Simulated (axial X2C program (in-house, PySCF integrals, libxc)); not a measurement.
# Excited states of N₂ by EOM-EE-CCSD

Calculated with an axial X2C code built on PySCF integrals: two-component X2C with atomic mean-field Coulomb and Gaunt terms, Gaussian nuclei, basis N dyall-av3z with contracted cores.

R = 1.090 Å (near the PBE0 minimum at charge 0 of the determinant lowest at the starting distance; the state shown can have its own minimum elsewhere).

Hartree–Fock spinors of N₂ (one of each Kramers pair; a window near the gap, which can cut inner shells):

```csv
ω,occupied,ε (eV),character
1/2,yes,-21.15,"52% N p, 37% N s, 8% N d"
1/2,yes,-17.28,"66% N p, 28% N s, 5% N d"
1/2,yes,-16.80,"89% N p, 7% N d"
3/2,yes,-16.79,"89% N p, 7% N d"
1/2,no,1.66,96% N p
1/2,no,2.11,100% N p
3/2,no,2.11,100% N p
1/2,no,2.11,"65% N s, 35% N p"
1/2,no,2.60,"86% N p, 14% N d"
3/2,no,2.60,"86% N p, 14% N d"
```

Vertical excitation energies from the closed-shell determinant state of N₂:

```tsv
Ω	excitation (eV)	cm⁻¹	hole of the leading pair	particle of the leading pair	weight of the pair (for Ω = 0 its time-reversed partner can hold as much again)	singles weight
1	7.921	63891	90% N pπ	68% N pπ, 24% N dπ	0.49	0.98
0⁻	7.921	63891	90% N pπ	68% N pπ, 24% N dπ	0.24	0.98
0⁻	8.291	66873	66% N pσ, 28% N sσ	64% N pπ, 28% N dπ	0.47	0.95
0⁺	8.291	66873	66% N pσ, 28% N sσ	64% N pπ, 28% N dπ	0.47	0.95
1	8.296	66913	66% N pσ, 28% N sσ	64% N pπ, 28% N dπ	0.48	0.95
2	8.301	66954	66% N pσ, 28% N sσ	64% N pπ, 28% N dπ	0.95	0.95
1	9.218	74349	90% N pπ	66% N pπ, 26% N dπ	0.97	0.97
2	9.218	74351	90% N pπ	66% N pπ, 26% N dπ	0.49	0.97
3	9.219	74354	90% N pπ	66% N pπ, 26% N dπ	0.97	0.97
```

This point took 38 s on 1 thread of Intel(R) Xeon(R) Platinum 8259CL CPU @ 2.50GHz (Skylake/Cascade Lake), with other jobs on the host.

Reference electrons by ω block (each with its −ω partner): 1/2: 6, 3/2: 1. 10 electrons of N₂ correlated (inner shells frozen), 88 natural virtual spinors (a truncated set); levels can be off by some tenths of an eV. Roots sought by Ω: (0: 5, 1: 4, 2: 3, 3: 1); the list ends where they run out and leaves out roots under 60 % singles weight. The solver can skip a root, and states that need a further excitation, which the method places far too high, are missing though they may lie low or lowest. T1 of the reference 0.012 (Lee–Taylor). Number of frozen shells: N 1 s. g and u states are not told apart.
